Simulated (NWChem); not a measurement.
# nitric oxide (NO) in NWChem

```xyz
2

N      0.0000     0.0000     0.6093
O      0.0000     0.0000    -0.5331
```
Charge 0, spin multiplicity 2.

All runs are NWChem calculations. The geometry was optimised at UPBE0/def2-SVP, a minimum by its harmonic frequencies.

The correlated methods keep 2 core orbitals frozen. The Pople sets run with spherical d functions. The unpaired electrons of the parent sit in orbitals of symmetry b2 (C2v labels of the run); other states weren't searched. The stability of the SCF solutions was not checked.

Worked example. A B2PLYP run in 6-311G** ends its self-consistent part (53 % exact exchange, 47 % B88, 73 % LYP) at -129.71223 Ha, and second-order perturbation theory on those orbitals gives -0.42660 Ha unscaled.

The perturbative term enters with the weight 0.27: -129.71223 + 0.27·(-0.42660) = -129.82741 Ha is the total energy.
